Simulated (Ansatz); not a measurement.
# SiH₄ (singlet): the correlation ladder at distance H1–H2 along a hydrogen transfer = 0.745 Å, cc-pVDZ

Aim: climb from Hartree-Fock through coupled cluster and multireference methods for SiH₄ (singlet) at one geometry and basis, and see what each rung misses.

Program: Ansatz 0.2.0, Gaussian basis. Level of theory: cc-pVDZ, core rule «outside noble gas», up to 5 orbitals frozen. These are calculated values, not measurements.

The runs, in order: UHF; CCSD(T) on RHF; CCSD(T) on UHF; BCCD(T) on RHF; CISD; CCSDT(Q) on RHF; CCSDT(Q) on UHF; CCSDTQ on RHF; CCSDTQ on UHF; CASSCF and MRCISD+Q, 2 electrons in 2 orbitals; CASSCF and NEVPT2, 2 electrons in 2 orbitals; CASSCF and MRCISD+Q, 8 electrons in 8 orbitals; CASSCF and NEVPT2, 8 electrons in 8 orbitals.

## 1. The system

The geometry derives from fragments relaxed apart (PBE0/def2-TZVP) and kept rigid, so it is no stationary point. A hydrogen atom is moved between rigid fragments.

5 atoms, charge 0, spin multiplicity 1.

Atoms are counted from 1 here; the program's logs count them from 0.

Bond lengths: H1–H2 0.745 Å, Si3–H4 1.526 Å, Si3–H5 1.526 Å. Angles: H4–Si3–H5 91.2°.

Geometry (Å):

```xyz
5

H    -2.41988    0.05488    0.00000
H    -1.67488    0.05488    0.00000
Si    0.09612    0.05488    0.00000
H     0.70830   -0.81941    1.09001
H     0.70830   -0.81941   -1.09001
```

## 2. UHF

The input, in.yaml:

```yaml
crystal:
  periodic: [false, false, false]
  atoms:
    - {symbol: H, position_ang: [-2.419885, 0.054876, 0.000000]}
    - {symbol: H, position_ang: [-1.674885, 0.054876, 0.000000]}
    - {symbol: Si, position_ang: [0.096115, 0.054876, 0.000000]}
    - {symbol: H, position_ang: [0.708296, -0.819409, 1.090012]}
    - {symbol: H, position_ang: [0.708296, -0.819409, -1.090012]}
basis:
  gaussian: {orbitals: cc-pVDZ}
magnetization: {spin_polarized: true, initial_magnetization: 0}
hamiltonian: {xc: hf}
output: {orbitals: {seedname: orbitals}}
```

Run with:

```bash
$ ansatz run in.yaml --threads 1 --pin off --events-out ev --progress --plain --max-ram 4096MiB --backend cpu
```

After this run come: CCSD(T) on RHF; CCSD(T) on UHF; BCCD(T) on RHF; CISD; CCSDT(Q) on RHF; CCSDT(Q) on UHF; CCSDTQ on RHF; CCSDTQ on UHF; CASSCF and MRCISD+Q, 2 electrons in 2 orbitals; CASSCF and NEVPT2, 2 electrons in 2 orbitals; CASSCF and MRCISD+Q, 8 electrons in 8 orbitals; CASSCF and NEVPT2, 8 electrons in 8 orbitals.

**Question.** What will the summary of the whole plan be? Wanted: RCCSDTQ below the RHF energy; RMP2 from RCCSDTQ; RCCSD from RCCSDTQ; RCCSD(T) from RCCSDTQ; RCCSDT(Q) from RCCSDTQ; MRCISD+Q pair from RCCSDTQ; NEVPT2 valence from RCCSDTQ; MRCISD+Q valence from RCCSDTQ; T1 diagnostic.

As calculated:

| quantity | value |
| --- | --- |
| RCCSDTQ below the RHF energy | -4.4270 eV |
| RMP2 from RCCSDTQ | +104.5 kJ/mol |
| RCCSD from RCCSDTQ | +11.2 kJ/mol |
| RCCSD(T) from RCCSDTQ | +2.6 kJ/mol |
| RCCSDT(Q) from RCCSDTQ | +0.1 kJ/mol |
| MRCISD+Q pair from RCCSDTQ | -2.0 kJ/mol |
| NEVPT2 valence from RCCSDTQ | +78.8 kJ/mol |
| MRCISD+Q valence from RCCSDTQ | +1.8 kJ/mol |
| levels within 1 kcal/mol (43 meV) | RCCSD(T), BCCD(T), RCCSDT, RCCSDT(Q), MRCISD+Q pair, MRCISD+Q valence |
| T1 diagnostic | 0.015 |
| effectively unpaired electrons | 0.06 |

In words: RCCSD(T) lands +2.6 kJ/mol from the yardstick (0.6 % of the correlation energy). One determinant dominates. Of the multireference levels listed MRCISD+Q valence comes nearest in total energy (+1.8 kJ/mol), which doesn't show that its space is the better one. These misses are within one basis, not against nature.
